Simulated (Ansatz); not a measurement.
# CH₃F + SiH₃ radical: a complex and its separated parts

The complex below is one end of an elementary step. How strongly is it bound against its free parts?

The runs use Ansatz 0.2.0, Gaussian basis; PBE0-D4/def2-TZVP structures, single points in def2-TZVPP, no counterpoise correction.

Levels: SPW92, PBE-D4, BLYP-D4, r2SCAN-D4, B97M-V, PBE0-D4, B3LYP-D4, r2SCAN0-D4, BHLYP-D4, CAM-B3LYP-D4, wB97X-V, wB97M-V, B2PLYP, PBE-QIDH, RPA on PBE, Hartree-Fock, MP2, CCSD, CCSD(T).

Correlated methods freeze the cores. Orbitals are unrestricted. B3LYP uses VWN-RPA correlation. B2PLYP carries no dispersion term here.

21 further runs of the same task are left out: 21 set aside as unsound or not needed.

### 1 Starting geometry

The complex: 9 atoms, charge 0, spin multiplicity 2.

Atoms are counted from 1 here; the program's logs count them from 0.

Bond lengths: F1–C2 1.379 Å, C2–H4 1.092 Å, C2–H5 1.092 Å, C2–H6 1.092 Å, Si3–H7 1.489 Å, Si3–H8 1.486 Å, Si3–H9 1.486 Å. Angles: F1–C2–H4 109.0°, F1–C2–H5 108.8°, F1–C2–H6 109.0°, H4–C2–H5 110.0°, H4–C2–H6 109.9°, H5–C2–H6 110.0°, H7–Si3–H8 110.4°, H7–Si3–H9 110.4°, H8–Si3–H9 111.1°.

As a file:

```csv
atom,x (Å),y (Å),z (Å)
F1,0.33262,-0.41897,-1.42552
C2,-0.57373,0.61643,-1.51305
Si3,0.85625,-0.93635,1.69953
H4,-1.47368,0.34861,-0.95555
H5,-0.81996,0.78162,-2.56389
H6,-0.12623,1.51702,-1.08749
H7,1.10125,-1.18305,3.14707
H8,-0.57465,-1.16486,1.36977
H9,1.27804,0.43956,1.32912
```

Its parts: CH₃F holds atoms 1, 2, 4, 5, 6; SiH₃ radical holds atoms 3, 7, 8, 9. Each part counts its atoms afresh in its own runs.

### 2 Relaxing CH₃F alone

Contents of relax-a/in.yaml:

```yaml
crystal:
  periodic: [false, false, false]
  atoms:
    - {symbol: F, position_ang: [0.332617, -0.418973, -1.425520]}
    - {symbol: C, position_ang: [-0.573731, 0.616432, -1.513050]}
    - {symbol: H, position_ang: [-1.473684, 0.348609, -0.955546]}
    - {symbol: H, position_ang: [-0.819958, 0.781623, -2.563889]}
    - {symbol: H, position_ang: [-0.126228, 1.517020, -1.087487]}
basis:
  gaussian: {orbitals: def2-TZVP}
hamiltonian: {xc: pbe0, dispersion: d4}
relax: {f_tol: 0.005, max_steps: 200}
```

The command line of these runs was not kept.

What it wrote, shortened:

```text
Functional definition: PBE0
  name "PBE0"
  cite "Adamo & Barone, J. Chem. Phys. 110, 6158 (1999) doi:10.1063/1.478522"
  cite "Perdew, Burke & Ernzerhof, Phys. Rev. Lett. 77, 3865 (1996) doi:10.1103/PhysRevLett.77.3865"
  parent pbe
[...]
468 factors; their error is unknown
[...]
mean field -3800.17353513 eV, -139.6538015657 hartree, gradient 4.7e-6 eV, S^2 0.000000; 0 other end points of the search recorded, 0 dependent functions left out
[...]
reference -3800.17355383 eV, -139.6538022532 hartree; 9, 9 occupied and 71, 71 virtual orbitals, 468 factors
relax step   1: F+E_penalty+E_count = -3800.19659958 eV  Δ(F+E_penalty+E_count) = +0.000e0 eV  max|allowed force component| = 8.616e-2 eV/Å  Δτ_max = 0.0000 Å  (23 SCF iters, accepted)
[...]
relax step   3: F+E_penalty+E_count = -3800.19676154 eV  Δ(F+E_penalty+E_count) = -4.618e-5 eV  max|allowed force component| = 8.772e-3 eV/Å  Δτ_max = 0.0011 Å  (28 SCF iters, accepted)
[...]
relax step   4: F+E_penalty+E_count = -3800.19676397 eV  Δ(F+E_penalty+E_count) = -2.428e-6 eV  max|allowed force component| = 1.459e-4 eV/Å  Δτ_max = 0.0003 Å  (28 SCF iters, accepted)
468 factors; their error is unknown
mean field -3800.17369467 eV, -139.6538074290 hartree, gradient 1.5e-5 eV, S^2 0.000000; 1 other end points of the search recorded, 0 dependent functions left out
[...]
reference -3800.17371342 eV, -139.6538081179 hartree; 9, 9 occupied and 71, 71 virtual orbitals, 468 factors
Total energy: -3800.19678272 eV, -139.6546558989 hartree
Atom 0 at     0.332468    -0.418696    -1.424691 Å, force    -0.000040     0.000049     0.000011 eV/Å
Atom 1 at    -0.572256     0.614699    -1.513008 Å, force     0.000049    -0.000063    -0.000023 eV/Å
Atom 2 at    -1.473704     0.348809    -0.956276 Å, force     0.000089     0.000071    -0.000076 eV/Å
Atom 3 at    -0.820984     0.782912    -2.563292 Å, force    -0.000008     0.000027     0.000146 eV/Å
Atom 4 at    -0.126507     1.516987    -1.088225 Å, force    -0.000090    -0.000084    -0.000059 eV/Å
Dipole moment:    -0.245582     0.280511    -0.023974 e Å
```

Wall time 1.8 s (4 threads, shared host).

Relaxation path:

```csv
step,energy from step 1 (eV),largest force component (eV/Å)
1,0.0000,0.0862
2,-0.0001,0.0486
3,-0.0002,0.0088
4,-0.0002,0.0001
```

Close pairs (by a distance rule), those that changed most:

```csv
bond,before (Å),after (Å),change (Å)
F1–C2,1.379,1.376,-0.003
C2–H4,1.092,1.092,+0.000
C2–H5,1.092,1.092,+0.000
C2–H3,1.092,1.092,+0.000
```

### 3 Relaxing SiH₃ radical alone

Contents of relax-b/in.yaml:

```yaml
crystal:
  periodic: [false, false, false]
  atoms:
    - {symbol: Si, position_ang: [0.856248, -0.936350, 1.699530]}
    - {symbol: H, position_ang: [1.101250, -1.183055, 3.147066]}
    - {symbol: H, position_ang: [-0.574653, -1.164862, 1.369774]}
    - {symbol: H, position_ang: [1.278038, 0.439557, 1.329123]}
basis:
  gaussian: {orbitals: def2-TZVP}
magnetization: {spin_polarized: true, initial_magnetization: 1}
hamiltonian: {xc: pbe0, dispersion: d4}
relax: {f_tol: 0.005, max_steps: 200}
```

What it wrote, shortened:

```text
[... 5 set-up lines as earlier in the session ...]
[...]
400 factors; their error is unknown
[...]
mean field -7921.47086142 eV, -291.1086847915 hartree, gradient 2.0e-5 eV, S^2 0.752922; 0 other end points of the search recorded, 0 dependent functions left out
[...]
reference -7921.47088784 eV, -291.1086857621 hartree; 9, 8 occupied and 46, 47 virtual orbitals, 400 factors
relax step   1: F+E_penalty+E_count = -7921.49889287 eV  Δ(F+E_penalty+E_count) = +0.000e0 eV  max|allowed force component| = 1.083e-1 eV/Å  Δτ_max = 0.0000 Å  (23 SCF iters, accepted)
[...]
relax step   2: F+E_penalty+E_count = -7921.49971208 eV  Δ(F+E_penalty+E_count) = -8.192e-4 eV  max|allowed force component| = 2.395e-2 eV/Å  Δτ_max = 0.0136 Å  (24 SCF iters, accepted)
[...]
relax step   3: F+E_penalty+E_count = -7921.49976176 eV  Δ(F+E_penalty+E_count) = -4.968e-5 eV  max|allowed force component| = 3.830e-3 eV/Å  Δτ_max = 0.0023 Å  (20 SCF iters, accepted)
400 factors; their error is unknown
[...]
mean field -7921.47174159 eV, -291.1087171372 hartree, gradient 6.1e-5 eV, S^2 0.752998; 1 other end points of the search recorded, 0 dependent functions left out
[...]
reference -7921.47176809 eV, -291.1087181109 hartree; 9, 8 occupied and 46, 47 virtual orbitals, 400 factors
Total energy: -7921.49978826 eV, -291.1097478331 hartree
Atom 0 at     0.851212    -0.930449     1.708500 Å, force    -0.000143     0.000151     0.002849 eV/Å
Atom 1 at     1.106000    -1.188286     3.149822 Å, force    -0.000797     0.000813    -0.003830 eV/Å
Atom 2 at    -0.575065    -1.165643     1.363847 Å, force     0.001260     0.000176     0.000487 eV/Å
Atom 3 at     1.278735     0.439667     1.323324 Å, force    -0.000321    -0.001140     0.000494 eV/Å
Dipole moment:     0.003692    -0.004353    -0.003558 e Å
```

It took 1.2 s on 4 threads, shared host.

Relaxation path:

```csv
step,energy from step 1 (eV),largest force component (eV/Å)
1,0.0000,0.1083
2,-0.0008,0.0239
3,-0.0009,0.0038
```

Distances of close pairs at the start and the end, largest changes first:

```csv
bond,before (Å),after (Å),change (Å)
Si1–H2,1.489,1.486,-0.003
Si1–H4,1.486,1.486,+0.000
Si1–H3,1.486,1.486,-0.000
```

### 4 wB97M-V/def2-TZVPP

Contents of parta/in.yaml:

```yaml
crystal:
  periodic: [false, false, false]
  atoms:
    - {symbol: F, position_ang: [0.332468, -0.418696, -1.424691]}
    - {symbol: C, position_ang: [-0.572256, 0.614699, -1.513008]}
    - {symbol: H, position_ang: [-1.473704, 0.348809, -0.956276]}
    - {symbol: H, position_ang: [-0.820984, 0.782912, -2.563292]}
    - {symbol: H, position_ang: [-0.126507, 1.516987, -1.088225]}
basis:
  gaussian: {orbitals: def2-TZVPP}
hamiltonian: {xc: {name: wB97M-V}}
```

Contents of partb/in.yaml:

```yaml
crystal:
  periodic: [false, false, false]
  atoms:
    - {symbol: Si, position_ang: [0.851212, -0.930449, 1.708500]}
    - {symbol: H, position_ang: [1.106000, -1.188286, 3.149822]}
    - {symbol: H, position_ang: [-0.575065, -1.165643, 1.363847]}
    - {symbol: H, position_ang: [1.278735, 0.439667, 1.323324]}
basis:
  gaussian: {orbitals: def2-TZVPP}
magnetization: {spin_polarized: true, initial_magnetization: 1}
hamiltonian: {xc: {name: wB97M-V}}
```

Log of parta, shortened:

```text
Functional definition: wB97M-V
  name "wB97M-V"
  cite "Mardirossian & Head-Gordon, J. Chem. Phys. 144, 214110 (2016) doi:10.1063/1.4952647"
  cite "Becke, J. Chem. Phys. 107, 8554 (1997) doi:10.1063/1.475007"
  cite "Vydrov & Van Voorhis, J. Chem. Phys. 133, 244103 (2010) doi:10.1063/1.3521275"
  # Of w^i u^j: cxij and so on, Table III.
[...]
  gx(w, u) = 1 - cx + cx01*u + cx10*w
  gss(w, u) = css00 + css04*u^4 + css10*w + css20*w^2 + css43*w^4*u^3
  gos(w, u) = cos00 + cos10*w + (cos20 + cos21*u)*w^2 + (cos60 + cos61*u)*w^6
[...]
      + integral(e_c_pw_mod_opposite_spin*gos(b97_w_opposite, b97_u_opposite)) + vv10(b, c)
513 factors; their error is unknown
129 factors; integrals over basis functions are off by at most 1.3e-5 eV
[...]
mean field -3802.72397847 eV, -139.7475286299 hartree, gradient 5.5e-5 eV, S^2 0.000000; 0 other end points of the search recorded, 0 dependent functions left out
reference -3802.72400872 eV, -139.7475297416 hartree; 9, 9 occupied and 95, 95 virtual orbitals, 513 factors
Total energy: -3802.72400872 eV, -139.7475297416 hartree
```

partb printed, shortened:

```text
[... 5 set-up lines as earlier in the session ...]
  # Of w^i u^j: cxij and so on, Table III.
[...]
  gx(w, u) = 1 - cx + cx01*u + cx10*w
  gss(w, u) = css00 + css04*u^4 + css10*w + css20*w^2 + css43*w^4*u^3
  gos(w, u) = cos00 + cos10*w + (cos20 + cos21*u)*w^2 + (cos60 + cos61*u)*w^6
[...]
      + integral(e_c_pw_mod_opposite_spin*gos(b97_w_opposite, b97_u_opposite)) + vv10(b, c)
468 factors; their error is unknown
115 factors; integrals over basis functions are off by at most 1.2e-5 eV
[...]
mean field -7923.88135537 eV, -291.1972688101 hartree, gradient 8.3e-5 eV, S^2 0.751151; 0 other end points of the search recorded, 0 dependent functions left out
reference -7923.88139375 eV, -291.1972702205 hartree; 9, 8 occupied and 75, 76 virtual orbitals, 468 factors
Total energy: -7923.88139375 eV, -291.1972702205 hartree
```

They took 1.2 s (parta), 1.4 s (partb) on 4 threads, shared host; peak memory 0.19 GiB.

### 5 CCSD(T)/def2-TZVPP

Edit parta/in.yaml of step 4 so:

```diff
@@ -10,2 +10,2 @@
   gaussian: {orbitals: def2-TZVPP}
-hamiltonian: {xc: {name: wB97M-V}}
+correlation: {method: ccsd_t}
```

Edit partb/in.yaml of step 4 so:

```diff
@@ -10,2 +10,3 @@
 magnetization: {spin_polarized: true, initial_magnetization: 1}
-hamiltonian: {xc: {name: wB97M-V}}
+correlation: {method: ccsd_t}
+scf: {omitted_lower_state_checks: [cluster_reference]}
```

Output in parta, shortened:

```text
Functional definition: HF
  name "HF"
  cite "Fock, Z. Phys. 61, 126 (1930) doi:10.1007/BF01340294"
[... 1 set-up line as earlier in the session ...]
[...]
623 factors; integrals over basis functions are off by at most 1.2e-3 eV
[...]
mean field -3785.16417342 eV, -139.1022176966 hartree, gradient 1.1e-6 eV, S^2 0.000000; 0 other end points of the search recorded, 0 dependent functions left out
2 core orbitals not correlated: weight in the atoms' cores, before any rotation towards them, 1.000 or more for the frozen orbitals, at most 0.000 for the correlated occupied ones
reference -3785.16417342 eV, -139.1022176966 hartree; 7, 7 occupied and 95, 95 virtual orbitals, 623 factors
second order -11.75848381 eV of doubles, -0.00000000 eV of singles
cycle   1  -11.91687093 eV  change   -1.6e-1 eV  update   6.3e-2
[...]
cycle   8  -12.21476750 eV  change    9.6e-6 eV  update   1.1e-5
perturbative correction -0.35290953 eV, -0.0129691861 hartree
Total energy: -3797.73185044 eV, -139.5640713087 hartree
```

Log of partb, shortened:

```text
[... 4 set-up lines as earlier in the session ...]
[...]
467 factors; integrals over basis functions are off by at most 9.7e-4 eV
[...]
mean field -7908.64349493 eV, -290.6372877675 hartree, gradient 9.9e-6 eV, S^2 0.755037; 0 other end points of the search recorded, 0 dependent functions left out
5 core orbitals not correlated: weight in the atoms' cores, before any rotation towards them, 1.000 or more for the frozen orbitals, at most 0.000 for the correlated occupied ones
reference -7908.64349493 eV, -290.6372877675 hartree; 4, 3 occupied and 75, 76 virtual orbitals, 467 factors
second order -3.17769574 eV of doubles, -0.00000000 eV of singles
cycle   1  -3.68588482 eV  change   -5.1e-1 eV  update   5.4e-2
[...]
cycle   9  -3.89193017 eV  change    6.8e-6 eV  update   7.1e-6
perturbative correction -0.09594628 eV, -0.0035259608 hartree
Total energy: -7912.63137138 eV, -290.7838395242 hartree
Checks for a lower state left out: cluster_reference
```

They took 0.9 s (parta), 0.8 s (partb) on 4 threads, shared host; peak memory 0.3 GiB.

### 6 Vibrations of CH₃F

Contents of vib-parta/in.yaml:

```yaml
crystal:
  periodic: [false, false, false]
  atoms:
    - {symbol: F, position_ang: [0.332468, -0.418696, -1.424691]}
    - {symbol: C, position_ang: [-0.572256, 0.614699, -1.513008]}
    - {symbol: H, position_ang: [-1.473704, 0.348809, -0.956276]}
    - {symbol: H, position_ang: [-0.820984, 0.782912, -2.563292]}
    - {symbol: H, position_ang: [-0.126507, 1.516987, -1.088225]}
basis:
  gaussian: {orbitals: def2-TZVP}
hamiltonian: {xc: pbe0, dispersion: d4}
phonons: {temperatures: {t_min: 298.15, t_max: 900, t_step: 200}}
```

What it wrote, shortened:

```text
[... 5 set-up lines as earlier in the session ...]
[...]
468 factors; their error is unknown
[...]
mean field -3800.17369468 eV, -139.6538074291 hartree, gradient 4.7e-6 eV, S^2 0.000000; 0 other end points of the search recorded, 0 dependent functions left out
[...]
reference -3800.17371342 eV, -139.6538081180 hartree; 9, 9 occupied and 71, 71 virtual orbitals, 468 factors
[... from here to the last solve, the lines of the solves are left out (17 solves) ...]
468 factors; their error is unknown
mean field -3800.17363755 eV, -139.6538053297 hartree, gradient 2.4e-6 eV, S^2 0.000000; 0 other end points of the search recorded, 0 dependent functions left out
[...]
reference -3800.17365630 eV, -139.6538060187 hartree; 9, 9 occupied and 71, 71 virtual orbitals, 468 factors
Total energy: -3800.19678272 eV, -139.6546558990 hartree
Atom 0 at     0.332468    -0.418696    -1.424691 Å, force    -0.000038     0.000045     0.000011 eV/Å
Atom 1 at    -0.572256     0.614699    -1.513008 Å, force     0.000039    -0.000051    -0.000050 eV/Å
Atom 2 at    -1.473704     0.348809    -0.956276 Å, force     0.000099     0.000079    -0.000072 eV/Å
Atom 3 at    -0.820984     0.782912    -2.563292 Å, force    -0.000001     0.000020     0.000165 eV/Å
Atom 4 at    -0.126507     1.516987    -1.088225 Å, force    -0.000099    -0.000093    -0.000053 eV/Å
Dipole moment:    -0.245583     0.280510    -0.023972 e Å
Vibrations: 1096.73 1198.75 1198.76 1485.10 1489.22 1489.23 3043.41 3130.85 3130.88 cm⁻¹, zero-point energy 1.070164 eV
```

Run time: 4.5 s. Hardware: 4 threads, shared host.

Wavenumbers and character of the modes:

```csv
mode,wavenumber (cm⁻¹),character
1,1097,C–F stretch
2,1199,bend
3,1199,bend
4,1485,bend
5,1489,bend
6,1489,bend
7,3043,C–H stretch
8,3131,C–H stretch
9,3131,C–H stretch
```

Vibrational sums (real modes only):

```csv
T (K),entropy (J/mol/K),heat capacity (J/mol/K)
298,0.8,3.9
498,5.8,17.2
698,13.6,29.5
898,22.2,39.0
```

### 7 Vibrations of SiH₃ radical

Contents of vib-partb/in.yaml:

```yaml
crystal:
  periodic: [false, false, false]
  atoms:
    - {symbol: Si, position_ang: [0.851212, -0.930449, 1.708500]}
    - {symbol: H, position_ang: [1.106000, -1.188286, 3.149822]}
    - {symbol: H, position_ang: [-0.575065, -1.165643, 1.363847]}
    - {symbol: H, position_ang: [1.278735, 0.439667, 1.323324]}
basis:
  gaussian: {orbitals: def2-TZVP}
magnetization: {spin_polarized: true, initial_magnetization: 1}
hamiltonian: {xc: pbe0, dispersion: d4}
phonons: {temperatures: {t_min: 298.15, t_max: 900, t_step: 200}}
```

What it wrote, shortened:

```text
[... 5 set-up lines as earlier in the session ...]
[...]
400 factors; their error is unknown
[...]
mean field -7921.47174156 eV, -291.1087171360 hartree, gradient 2.1e-5 eV, S^2 0.752998; 0 other end points of the search recorded, 0 dependent functions left out
[...]
reference -7921.47176807 eV, -291.1087181103 hartree; 9, 8 occupied and 46, 47 virtual orbitals, 400 factors
[...]
400 factors; their error is unknown
[...]
mean field -7921.47169547 eV, -291.1087154423 hartree, gradient 1.4e-6 eV, S^2 0.752987; 0 other end points of the search recorded, 0 dependent functions left out
[...]
reference -7921.47172198 eV, -291.1087164165 hartree; 9, 8 occupied and 46, 47 virtual orbitals, 400 factors
[...]
reference -7921.47176167 eV, -291.1087178748 hartree; 9, 8 occupied and 46, 47 virtual orbitals, 400 factors
[...]
400 factors; their error is unknown
mean field -7921.47173300 eV, -291.1087168214 hartree, gradient 1.0e-6 eV, S^2 0.753000; 0 other end points of the search recorded, 0 dependent functions left out
[...]
reference -7921.47175952 eV, -291.1087177958 hartree; 9, 8 occupied and 46, 47 virtual orbitals, 400 factors
Total energy: -7921.49978824 eV, -291.1097478324 hartree
Atom 0 at     0.851212    -0.930449     1.708500 Å, force    -0.000102     0.000189     0.002839 eV/Å
Atom 1 at     1.106000    -1.188286     3.149822 Å, force    -0.000791     0.000817    -0.003823 eV/Å
Atom 2 at    -0.575065    -1.165643     1.363847 Å, force     0.001225     0.000171     0.000475 eV/Å
Atom 3 at     1.278735     0.439667     1.323324 Å, force    -0.000332    -0.001177     0.000509 eV/Å
Dipole moment:     0.003692    -0.004354    -0.003558 e Å
Vibrations: 747.21 926.80 926.84 2203.11 2241.10 2241.57 cm⁻¹, zero-point energy 0.575698 eV
```

Run time: 3 s. Hardware: 4 threads, shared host.

The modes, with what each moves most:

```csv
mode,wavenumber (cm⁻¹),character
1,747,bend
2,927,bend
3,927,bend
4,2203,Si–H stretch
5,2241,Si–H stretch
6,2242,Si–H stretch
```

Vibrational sums (real modes only):

```csv
T (K),entropy (J/mol/K),heat capacity (J/mol/K)
298,2.1,7.1
498,8.1,16.8
698,15.1,24.7
898,22.1,30.7
```

### 8 Complex less separated parts

The complex's own energies come from single points at the same levels. Levels not printed above were run the same way.

Rows are in def2-TZVPP; times add the 3 runs of a level on a shared host, so small differences are noise.

Differences are taken before rounding.

```csv
method,rung,complex less parts (eV),from CCSD(T) (eV),time
SPW92,LDA,-0.117,-0.059,1.4 s
PBE-D4,GGA,-0.082,-0.024,2.6 s
BLYP-D4,GGA,-0.075,-0.017,2.6 s
r2SCAN-D4,meta-GGA,-0.070,-0.012,5.2 s
B97M-V,meta-GGA,-0.076,-0.018,10 s
PBE0-D4,hybrid,-0.071,-0.013,3.4 s
B3LYP-D4,hybrid,-0.075,-0.017,3.2 s
r2SCAN0-D4,hybrid,-0.068,-0.010,6.1 s
BHLYP-D4,hybrid,-0.079,-0.021,3.3 s
CAM-B3LYP-D4,range-separated hybrid,-0.079,-0.021,3.8 s
wB97X-V,range-separated hybrid,-0.072,-0.014,9 s
wB97M-V,range-separated hybrid,-0.075,-0.017,10 s
B2PLYP,double hybrid,-0.033,+0.025,4.6 s
PBE-QIDH,double hybrid,-0.042,+0.016,4.2 s
RPA on PBE,RPA,-0.047,+0.012,4.4 s
Hartree-Fock,wavefunction,0.007,+0.065,
MP2,wavefunction,-0.058,0.000,
CCSD,wavefunction,-0.049,+0.009,
CCSD(T),wavefunction,-0.058,0,1.8 min
```

Among the levels timed on like hardware and quicker than the yardstick, those that no quicker one beats, quickest first: SPW92 (1.4 s, -0.059 eV); BLYP-D4 (2.6 s, -0.017 eV); PBE0-D4 (3.4 s, -0.013 eV); RPA on PBE (4.4 s, +0.012 eV); r2SCAN0-D4 (6.1 s, -0.010 eV).

r2SCAN0-D4 reaches 0.010 eV from the reference in 6.1 s, where CCSD(T) took 1.8 min; the quickest level in the cost chart, SPW92, takes 1.4 s and misses by 0.059 eV.

The complex's zero-point energy, from a separate PBE0-D4 run, is 1.674 eV.

### 9 Outcome

| quantity | value |
| --- | --- |
| complex less parts, CCSD(T)/def2-TZVPP | -0.058 eV |
| with zero-point energy | -0.029 eV |
| largest T1 diagnostic | 0.016 |

**Reading.** At CCSD(T) the complex lies 0.058 eV below its parts. r2SCAN0-D4 is the best functional here (-0.010 eV from CCSD(T)); SPW92 is the worst (-0.059 eV). By rung, the mean size of the error is: LDA 0.059, GGA 0.020, meta-GGA 0.015, hybrid 0.015, range-separated hybrid 0.017, double hybrid 0.020 eV. PBE-D4 gives a relative energy 0.024 eV too low, an error of 41 % of the reference. The complex's frequency run has imaginary modes: the structure is no minimum, so both the energy and the zero-point correction are in doubt. No counterpoise was applied, and triple zeta lacks some correlation, so the CCSD(T) reference has a basis error of its own, and close matches with it are partly luck.
